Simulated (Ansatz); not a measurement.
Structure relaxation of Ge2Cl

All numbers below come from Ansatz 0.2.0, DFT PBE, scalar-relativistic, plane waves, PAW. Cutoff 420 eV, Γ-centred k mesh, Gaussian smearing, no spin polarisation in the final step.

The start puts Ge2Cl on the anti-fluorite structure type (Fm-3m, No. 225), with Cl in place of Ca, Ge in place of F, at a guessed volume.

```
Ge Cl
1.0
     0.00000    3.10874    3.10874
     3.10874    0.00000    3.10874
     3.10874    3.10874    0.00000
Ge Cl
2 1
Direct
  0.25000 0.25000 0.25000
  0.75000 0.75000 0.75000
  0.00000 0.00000 0.00000
```

Cell and atoms relax at zero pressure; the relaxation can't lower the symmetry of the start. After a coarse first stage the cell is made exact in the group found at 0.06 Å.

Formation energies are uncorrected and refer to the elements' standard structures at the same level (Cl₂ as a molecule).

Question: Which crystal results?

Answer: It keeps Fm-3m (No. 225). The result has the fluorite structure. Conventional cell: a = 6.617 Å. Around Ge lie 4 Cl at 2.87 Å and 6 Ge at 3.31 Å; Cl is coordinated by 8 Ge at 2.87 Å.

Space group Fm-3m (No. 225). a = 6.617 Å, b = 6.617 Å, c = 6.617 Å, α = 90.00°, β = 90.00°, γ = 90.00°
```
atom site symmetry x y z
  Ge    8c      -43m  0.2500  0.7500  0.7500
  Cl    4a m-3m  0.0000  0.0000  0.0000
```

Question: What are its volume, energy, density and gap?

Answer: The volume per atom is 24.15 Å³. The density is 4.14 g/cm³ and the energy over the elements is 0.67 eV/atom. The gap on the 12×12×12 mesh is 0 eV (a metal).

The final run used a 12×12×12 mesh on its 3-atom cell and 0.10 eV smearing. The k mesh leaves about 4 meV/atom of noise in metals. A structure relaxed within its symmetry needn't be a true minimum.

Cost: 3 runs of about 0.43 core-minutes in all, on Intel Xeon Platinum 8259CL (Skylake/Cascade Lake) (shared hosts).